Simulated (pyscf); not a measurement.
## Hydrogen abstraction: H₂N–SiH₂–NH₂ + H atom (H•) → •HN–SiH₂–NH₂ + hydrogen (H₂)

Gas phase, doublet surface, charge 0. Bonds broken: N3–H8. Bonds formed: H8–H10. PySCF, gas phase, ωB97X-D3(BJ)/def2-SVP geometries.

Transition state (Å):

```xyz
10

N      0.8431    -0.6977     0.0916
Si    -0.1604     0.6958     0.2634
N     -1.0211     1.0473    -1.2493
H      1.8044    -0.6055    -0.2169
H      0.4502    -1.5915    -0.1843
H      0.7434     1.7956     0.7151
H     -1.2331     0.4471     1.2633
H     -2.0249     1.9189    -0.9434
H     -0.4882     1.6111    -1.9216
H     -2.4030     2.6582    -0.6451
```

One imaginary mode, 1184i cm⁻¹; descent along it reached the two sides named.

```json
[
 {"bond": "N3–H8", "change": "breaks", "reactant side (Å)": "1.013", "saddle": "1.364", "product side": "2.581"},
 {"bond": "H8–H10", "change": "forms", "reactant side (Å)": "3.1", "saddle": "0.882", "product side": "0.763"}
]
```

Electronic energies relative to the separated reactants (kJ/mol):

| level | barrier | reaction energy | reverse barrier |
|---|---|---|---|
| ωB97X-D3(BJ)/def2-TZVP | 71.7 | +36.4 | 35.2 |
| PBE/def2-TZVP | 45.0 | +37.4 | 7.6 |
| r²SCAN/def2-TZVP | 43.2 | +22.7 | 20.4 |
| B3LYP-D3(BJ)/def2-TZVP | 46.1 | +21.3 | 24.8 |
| PBE0-D3(BJ)/def2-TZVP | 62.4 | +41.2 | 21.1 |
| M06-2X/def2-TZVP | 81.4 | +41.1 | 40.3 |
| ωB97M-D3(BJ)/def2-TZVP | 72.5 | +37.5 | 35.0 |
| HF/def2-TZVP | 113.8 | +17.6 | 96.2 |

With ωB97M-D3(BJ)/def2-TZVP energies and thermal terms (ideal gas, 1 atm, RRHO with modes under 100 cm⁻¹ raised to 100, one conformer, R ln 2 for chiral ones without a mode under 150 cm⁻¹), in kJ/mol:

```csv
T (K),ΔH‡,ΔG‡,ΔH,ΔG
298,63.9,91.6,+29.1,+23.2
600,61.8,120.5,+29.6,+16.9
900,60.8,150.2,+28.8,+10.6
1200,60.2,180.1,+27.1,+4.8
```

This saddle turned up in a search for another step; its sides and bond changes are read from the two ends of the descent. The same reactants have a lower exit, to H₂N–SiH•–NH₂ + H₂ (barrier +17.5 kJ/mol at ωB97M-D3(BJ)/def2-TZVP, against +72.5 kJ/mol here). •HN–SiH₂–NH₂ lies 77.2 kJ/mol over its isomer H₂N–SiH•–NH₂ (electronic energy, ωB97M-D3(BJ)/def2-TZVP). One saddle was located; it need not be the lowest between these sides. The angle at the transferred H is 158°.
